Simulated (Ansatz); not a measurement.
**doublet PO₂: levels of theory in one basis**

```xyz
3

O     0.0020    0.2002   -1.3151
P    -0.0066   -0.4243   -0.0356
O     0.0305    0.1989    1.4042
```

Basis set: def2-SVP (spherical functions). Correlated methods keep 7 orbitals frozen. Correlation on ROHF uses semicanonical orbitals with singles. Charge 0, multiplicity 2.

Computed with Ansatz (development build ahead of 0.2.0); each method stands on the lowest determinant of its kind that the runs found.

```tsv
method	E − E(ROHF) (eV)	<S²> of the determinant
ROHF	0.00	0.75
UHF	-0.29	0.80
UHF-MP2	-12.88	0.80
UHF-CCSD(T)	-13.89	0.80
```

Question: What does ROHF-MP2 give on the same scale?

Answer: -12.55 eV.
